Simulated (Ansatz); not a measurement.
Conformers of `FCC=C(F)F`, each relaxed with PBE0-D4/def2-TZVP in Ansatz. CBS adds the triple-zeta coupled-cluster correction to the MP2 limit.

Not all of them had a frequency check.

Conformer A:

Cartesian coordinates in Å:
```
F -1.008 -1.427 1.232
C 0.126 -0.987 0.561
C -0.245 -0.031 -0.509
C 0.058 1.252 -0.463
F 0.725 1.844 0.499
F -0.254 2.125 -1.389
H 0.792 -0.527 1.294
H 0.611 -1.873 0.142
H -0.805 -0.376 -1.368
```

Conformer B:

Cartesian coordinates in Å:
```
F 1.793 -0.078 -0.503
C 1.001 -0.099 0.619
C -0.450 0.004 0.304
C -1.009 0.119 -0.884
F -0.403 0.166 -2.042
F -2.312 0.205 -1.062
H 1.203 -1.033 1.157
H 1.308 0.733 1.264
H -1.131 -0.016 1.146
```

(1) Which is lowest in electronic energy at CCSD(T)/CBS (frozen core, def2 sets), and by how much? (Best estimate.)

(2) Give the energies relative to A (kJ/mol) with PBE0-D4/def2-TZVPP, ωB97X-V/def2-TZVPP, r2SCAN/def2-TZVPP, B3LYP/def2-TZVPP, MP2/def2-TZVPP, CCSD/def2-TZVPP, CCSD/CBS(def2). (An estimate is asked.)

Results:

(1) Computed: A; B lies 13.8 kJ/mol higher.

(2) The calculation gave: 
```tsv
level	B
PBE0-D4/def2-TZVPP	12.4
ωB97X-V/def2-TZVPP	12.2
r2SCAN/def2-TZVPP	12.8
B3LYP/def2-TZVPP	13.1
MP2/def2-TZVPP	14.2
CCSD/def2-TZVPP	12.5
CCSD/CBS(def2)	13.3
```

B3LYP here is the variant with VWN-RPA as its local correlation; programs differ in this.
